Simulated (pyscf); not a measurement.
PySCF, gas phase, ωB97X-D3(BJ)/def2-SVP geometries.

Task: `[PH3]` + `[OH][SiH3]` → `[SiH3][O][PH2]` + `[H][H]`
Surface: singlet. Broken: H–P, H–O. Formed: O–P, H–H. Give ΔE‡ and ΔE from ωB97M-D3(BJ)/def2-TZVP, relative to the separated reactants.

Result: ΔE‡ = 66.2 kcal/mol, ΔE = +6.3 kcal/mol. Zero-point energy shifts the barrier by -1.2 kcal/mol. It is a four-centre exchange, with an imaginary mode of 1386i cm⁻¹. The same reactants have a lower exit, to HO–SiH₂–PH₂ + H₂ (barrier +58.8 kcal/mol at ωB97M-D3(BJ)/def2-TZVP, against +66.2 kcal/mol here). H₃Si–O–PH₂ lies 5.7 kcal/mol over its isomer HO–SiH₂–PH₂ (electronic energy, ωB97M-D3(BJ)/def2-TZVP). This is the saddle that the search found; another between the same sides may lie lower.
